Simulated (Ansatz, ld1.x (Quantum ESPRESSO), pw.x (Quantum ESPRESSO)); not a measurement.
**Equation-of-state test of one TM potential (Rh)**

```json
{
 "Element": "Rh",
 "Generator": "ld1.x (Quantum ESPRESSO) 7.5",
 "Type": "norm-conserving Troullier–Martins (Kleinman–Bylander form)",
 "Functional": "PBE",
 "Relativity": "scalar-relativistic",
 "Frozen core": "[Kr]",
 "Valence charge": "9",
 "Reference configuration": "4d8 5s0.5 5p0.5",
 "Partial waves": "5p (bound): rc 2.85 bohr; 4d (bound): rc 1.60 bohr; 4f channel at 0.35 Ry: rc 2.65 bohr; 5s (bound): rc 1.85 bohr",
 "Local potential": "the s channel",
 "Core correction": "a·sin(br)/r model core inside 1.60 bohr"
}
```

Atomic tests: cutoffs needed: 60 Ry and 70 Ry (the cutoffs (Ry, on a coarse ladder) from which the occupation-weighted sum of valence levels, in a spherical-Bessel basis at the reference potential, stays within 10 and 1 mRy of its value at 400 Ry); ghost test: no extra level below or beside the all-electron valence levels (p, d, f, s tested) (spherical-Bessel basis up to 400 Ry, 20 bohr box); largest excitation error: -1703 meV (all-electron minus pseudo) for 4d5 5s0 5p0, out of 7 test configurations.

Crystal test: fcc Rh in pw.x 7.5, no spin, 15³ k-points, Fermi–Dirac smearing 0.01 Ry, cutoffs 85/340 Ry. The reference is all-electron LAPW (Ansatz 0.2.0) with the same functional, mesh and smearing; V0 and B0 come from Birch–Murnaghan fits to the pressures at five volumes. Errors are pseudo minus all-electron; Δ is the rms difference of the E(V) curves that follow from these fits, minima aligned, over ±6 % about the mean V0. Mesh and smearing are coarse, so the numbers serve the comparison and aren't converged zero-temperature values; the lattice is a test structure that the element need not adopt.

All-electron: a0 = 3.834 Å (V0 = 14.09 Å³/atom), B0 = 252.3 GPa.

Problem. How far does the potential miss the all-electron equation of state?

Solution. mean pressure error (GPa): +2.20; a0 (Å): 3.845; a0 error (%): +0.30; B0 error (%): -3.2; Δ (meV/atom): 6.8. The largest radius (2.85 bohr) exceeds half the bond length (2.56 bohr), so the spheres overlap, which is one possible source of error among others.

| V (Å³/atom) | P all-electron (GPa) | P pseudo (GPa) |
| --- | --- | --- |
| 13.416 | 13.98 | 16.36 |
| 13.769 | 6.11 | 8.39 |
| 14.122 | -0.63 | 1.58 |
| 14.475 | -6.40 | -4.28 |
| 14.828 | -11.32 | -9.29 |

Problem. At the middle volume, how do free energy and pressure move when the wave cutoff is lowered (ecutrho kept at four times it)?

Solution.

| cutoff (Ry) | shift of F (meV/atom) | shift of P (GPa) |
| --- | --- | --- |
| 38 | +3774.0 | -178.93 |
| 51 | +344.0 | -27.08 |
| 68 | +4.2 | -0.38 |

Input at the middle volume:

```
&control
  calculation='scf', prefix='x', pseudo_dir='./', outdir='./tmp', tstress=.true., disk_io='low'
/
&system
  ibrav=0, nat=1, ntyp=1, ecutwfc=85, ecutrho=340, nbnd=12,
  occupations='smearing', smearing='fd', degauss=0.01
/
&electrons
  conv_thr=1e-09, mixing_beta=0.4, electron_maxstep=70
/
ATOMIC_SPECIES
Rh 1.0 Rh.UPF
CELL_PARAMETERS angstrom
  0.00000000 1.91847173 1.91847173
  1.91847173 0.00000000 1.91847173
  1.91847173 1.91847173 0.00000000
ATOMIC_POSITIONS crystal
Rh 0.0000 0.0000 0.0000
K_POINTS automatic
15 15 15 0 0 0
```

```bash
pw.x < Rh.scf.in > Rh.scf.out
```

Lines of the output:

```
Message from routine setup:
     using ibrav=0 with symmetry is DISCOURAGED, use correct ibrav instead
     lattice parameter (alat)  =       5.1271  a.u.
     unit-cell volume          =      95.3000 (a.u.)^3
     number of electrons       =         9.00
     number of Kohn-Sham states=           12
     kinetic-energy cutoff     =      85.0000  Ry
     charge density cutoff     =     340.0000  Ry
     scf convergence threshold =      1.0E-09
     Exchange-correlation= PBE
     number of k points=   120  Fermi-Dirac smearing, width (Ry)=  0.0100
     iteration #  1     ecut=    85.00 Ry     beta= 0.40
     total energy              =     -49.27583013 Ry
     estimated scf accuracy    <       0.17820416 Ry
     iteration #  2     ecut=    85.00 Ry     beta= 0.40
     total energy              =     -49.30180721 Ry
     estimated scf accuracy    <       0.00268262 Ry
     iteration #  3     ecut=    85.00 Ry     beta= 0.40
     total energy              =     -49.30253283 Ry
     estimated scf accuracy    <       0.00017193 Ry
     iteration #  4     ecut=    85.00 Ry     beta= 0.40
     c_bands:  1 eigenvalues not converged
     total energy              =     -49.30254237 Ry
     estimated scf accuracy    <       0.00000902 Ry
     iteration #  5     ecut=    85.00 Ry     beta= 0.40
     total energy              =     -49.30254433 Ry
     estimated scf accuracy    <       0.00000007 Ry
     iteration #  6     ecut=    85.00 Ry     beta= 0.40
     total energy              =     -49.30254438 Ry
     estimated scf accuracy    <          1.0E-09 Ry
     iteration #  7     ecut=    85.00 Ry     beta= 0.40
     the Fermi energy is    15.7149 ev
!    total energy              =     -49.30254438 Ry
     estimated scf accuracy    <          3.7E-10 Ry
     smearing contrib. (-TS)   =      -0.00633462 Ry
     The total energy is F=E-TS. E is the sum of the following terms:
     one-electron contribution =      12.23321574 Ry
     hartree contribution      =       4.17271000 Ry
     xc contribution           =     -14.48361520 Ry
     ewald contribution        =     -51.21852030 Ry
     convergence has been achieved in   7 iterations
          total   stress  (Ry/bohr**3)                   (kbar)     P=       15.79
```

The run at the middle volume (120 k-points, 7 iterations) took about 16 s on one core of a shared host (Neoverse-V1, 32 threads, 247 GiB, load 30).
